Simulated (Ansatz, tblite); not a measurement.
Forces on Si₃H₆⁻ at its PBE0-D4/def2-TZVPD geometry. Charge -1, multiplicity 2.

The xTB rows come from tblite. At PBE-D4/def2-TZVPD the highest occupied level of the charge -1 doublet lies above zero (up to 0.77 eV). The electron is either unbound and held by the finite basis, or the level is raised by self-interaction error. Another isomer (doublet) lies 0.70 eV lower at PBE0-D4/def2-TZVPD; other spin states weren't run for this one.

GFN1-xTB (tblite), largest force 0.78 eV/Å:

```xyz
9
positions Å, forces eV/Å
Si    1.553   -0.008   -0.022   -0.134    0.094   -0.016
Si   -0.576    0.929   -0.137   -0.164    0.264   -0.038
Si   -0.701   -1.368    0.226   -0.024    0.161   -0.023
H     1.925   -0.230   -1.465    0.062    0.093    0.732
H    -0.862   -1.488    1.719   -0.014   -0.168   -0.721
H    -1.022    1.892    0.928    0.046   -0.207   -0.632
H    -1.940   -2.112   -0.296    0.509    0.225    0.551
H     2.705    0.880    0.477   -0.359   -0.469   -0.515
H    -1.082    1.505   -1.430    0.078    0.007    0.661
```

GFN2-xTB (tblite), largest force 1.13 eV/Å:

```
Si -0.500 0.337 0.139
Si 0.593 -0.957 0.142
Si -0.052 0.553 -0.271
H 0.184 0.104 0.124
H -0.159 -0.143 -0.119
H -0.043 0.013 -0.283
H -0.005 0.029 0.278
H 0.013 -0.041 -0.275
H -0.030 0.104 0.265
```

PBE-D4/def2-TZVPD (Ansatz), largest force 0.17 eV/Å:

```
Si -0.030 -0.100 0.123
Si 0.019 -0.030 0.005
Si 0.117 -0.042 -0.102
H 0.038 -0.015 -0.153
H -0.024 -0.008 0.156
H -0.047 0.118 0.114
H -0.139 -0.088 -0.047
H 0.134 0.096 0.047
H -0.069 0.069 -0.143
```
